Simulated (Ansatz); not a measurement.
Born–Oppenheimer molecular dynamics of H3OSi2 (6 atoms, charge 0, multiplicity 2). It starts at the highest image of a converged band, a first-order saddle point between two minima.

Theory: UKS PBE0/def2-mTZVP (Ansatz).

```yaml
ensemble: NVE (velocity Verlet)
time_step: 0.5 fs
steps_asked: 200
starting_velocities_drawn_for: 100 K
seed: 10464
```

Frames 2.5 fs apart, positions in Å, forces in eV/Å.

Velocities at 40 fs (Å/ps):

```
O -2.39 0.47 0.99
Si 5.53 -3.09 0.27
Si -1.96 0.11 -3.35
H -90.84 74.35 40.78
H 33.84 19.13 23.88
H -4.80 -17.99 5.53
```

```xyz
6
Properties=species:S:1:pos:R:3:forces:R:3 time_fs=40 energy_less_start_eV=-0.970 T=1975
O 0.482 -2.404 1.052 -0.19 0.09 0.17
Si 0.651 -1.226 0.093 0.97 -0.86 -0.03
Si -0.075 0.926 0.083 -0.57 0.88 -0.52
H -1.114 0.087 -0.572 -0.52 -0.12 -0.49
H 0.525 1.685 -1.075 0.00 -0.21 0.43
H -0.976 1.738 0.934 0.32 0.22 0.44
6
Properties=species:S:1:pos:R:3:forces:R:3 time_fs=42.5 energy_less_start_eV=-0.968 T=1971
O 0.476 -2.402 1.055 -0.15 -0.03 0.31
Si 0.665 -1.235 0.094 0.74 -0.72 -0.24
Si -0.081 0.927 0.074 -1.56 0.59 -0.52
H -1.348 0.269 -0.486 0.52 -0.03 -0.54
H 0.608 1.725 -1.003 -0.16 -0.25 0.32
H -0.976 1.702 0.963 0.61 0.44 0.68
6
Properties=species:S:1:pos:R:3:forces:R:3 time_fs=45 energy_less_start_eV=-0.845 T=1734
O 0.469 -2.401 1.059 -0.17 -0.15 0.44
Si 0.682 -1.245 0.094 0.61 -0.49 -0.45
Si -0.090 0.930 0.064 -2.79 0.40 -0.16
H -1.551 0.450 -0.432 1.57 0.05 -0.51
H 0.682 1.752 -0.913 -0.17 -0.13 0.05
H -0.939 1.691 1.032 0.95 0.33 0.62
6
Properties=species:S:1:pos:R:3:forces:R:3 time_fs=47.5 energy_less_start_eV=-0.835 T=1716
O 0.461 -2.401 1.065 -0.21 -0.20 0.50
Si 0.700 -1.256 0.093 0.54 -0.31 -0.55
Si -0.105 0.933 0.053 -3.36 0.56 0.42
H -1.664 0.632 -0.409 1.98 -0.04 -0.50
H 0.746 1.770 -0.819 -0.11 0.00 -0.17
H -0.845 1.699 1.137 1.16 -0.01 0.31
6
Properties=species:S:1:pos:R:3:forces:R:3 time_fs=50 energy_less_start_eV=-1.077 T=2182
O 0.453 -2.401 1.072 -0.22 -0.13 0.43
Si 0.719 -1.268 0.091 0.47 -0.23 -0.53
Si -0.127 0.938 0.044 -2.84 0.98 0.95
H -1.662 0.812 -0.416 1.67 -0.17 -0.49
H 0.803 1.788 -0.735 -0.13 -0.05 -0.23
H -0.684 1.705 1.260 1.06 -0.40 -0.13
6
Properties=species:S:1:pos:R:3:forces:R:3 time_fs=52.5 energy_less_start_eV=-1.358 T=2724
O 0.444 -2.401 1.081 -0.20 0.04 0.25
Si 0.738 -1.280 0.088 0.34 -0.22 -0.37
Si -0.155 0.944 0.037 -0.75 1.36 1.57
H -1.565 0.982 -0.453 0.26 -0.23 -0.63
H 0.852 1.801 -0.665 -0.26 -0.24 -0.21
H -0.461 1.688 1.375 0.61 -0.72 -0.60
6
Properties=species:S:1:pos:R:3:forces:R:3 time_fs=55 energy_less_start_eV=-1.356 T=2721
O 0.434 -2.402 1.091 -0.13 0.26 -0.02
Si 0.759 -1.293 0.084 0.13 -0.24 -0.13
Si -0.184 0.954 0.033 1.97 1.13 2.26
H -1.456 1.141 -0.529 -1.56 0.03 -0.94
H 0.886 1.801 -0.607 -0.31 -0.37 -0.27
H -0.204 1.629 1.454 -0.10 -0.82 -0.91
6
Properties=species:S:1:pos:R:3:forces:R:3 time_fs=57.5 energy_less_start_eV=-1.290 T=2592
O 0.424 -2.401 1.101 -0.03 0.47 -0.29
Si 0.780 -1.307 0.080 -0.13 -0.27 0.14
Si -0.210 0.966 0.033 2.12 0.72 1.68
H -1.426 1.299 -0.656 -0.96 0.03 -0.23
H 0.902 1.780 -0.566 -0.18 -0.33 -0.42
H 0.048 1.522 1.481 -0.82 -0.62 -0.87
6
Properties=species:S:1:pos:R:3:forces:R:3 time_fs=60 energy_less_start_eV=-1.041 T=2113
O 0.413 -2.399 1.110 0.08 0.61 -0.51
Si 0.800 -1.321 0.076 -0.37 -0.30 0.35
Si -0.231 0.979 0.037 1.09 0.52 0.17
H -1.451 1.457 -0.794 0.45 -0.43 1.02
H 0.907 1.739 -0.551 0.01 -0.18 -0.59
H 0.252 1.380 1.458 -1.26 -0.22 -0.44
6
Properties=species:S:1:pos:R:3:forces:R:3 time_fs=62.5 energy_less_start_eV=-0.689 T=1433
O 0.403 -2.394 1.117 0.17 0.64 -0.62
Si 0.820 -1.335 0.072 -0.55 -0.30 0.45
Si -0.250 0.994 0.042 0.78 0.25 -1.01
H -1.454 1.590 -0.875 0.87 -0.71 1.63
H 0.913 1.687 -0.570 0.06 -0.08 -0.61
H 0.382 1.224 1.409 -1.33 0.19 0.15
6
Properties=species:S:1:pos:R:3:forces:R:3 time_fs=65 energy_less_start_eV=-0.554 T=1172
O 0.394 -2.387 1.122 0.19 0.55 -0.57
Si 0.839 -1.350 0.070 -0.62 -0.26 0.39
Si -0.267 1.009 0.044 1.13 -0.02 -1.65
H -1.408 1.683 -0.861 0.56 -0.66 1.61
H 0.921 1.629 -0.623 -0.08 -0.10 -0.37
H 0.433 1.079 1.368 -1.18 0.50 0.58
6
Properties=species:S:1:pos:R:3:forces:R:3 time_fs=67.5 energy_less_start_eV=-0.611 T=1280
O 0.385 -2.378 1.125 0.14 0.35 -0.38
Si 0.856 -1.366 0.069 -0.57 -0.18 0.20
Si -0.281 1.024 0.044 2.20 -0.57 -1.39
H -1.332 1.738 -0.753 -0.50 -0.12 0.94
H 0.924 1.565 -0.699 -0.27 -0.15 0.00
H 0.415 0.963 1.360 -1.00 0.67 0.62
```

Of the whole run (100 fs, mean temperature of the second half 1588 K): The conserved energy stayed within 0.34 meV per atom of its start (net change -0.16 meV per atom), so the integration is sound. The kinetic energy rose, since the run started high on the potential surface and went downhill. It ends in pieces (H3Si + OSi), so much of that is their flight and rotation, not heat. A run of 0.1 ps of so small a system gives no equilibrium averages.

The run took 4.5 min on 2 threads of Intel(R) Xeon(R) 6975P-C (Granite Rapids), with other jobs on the host, peak memory 0.2 GiB.
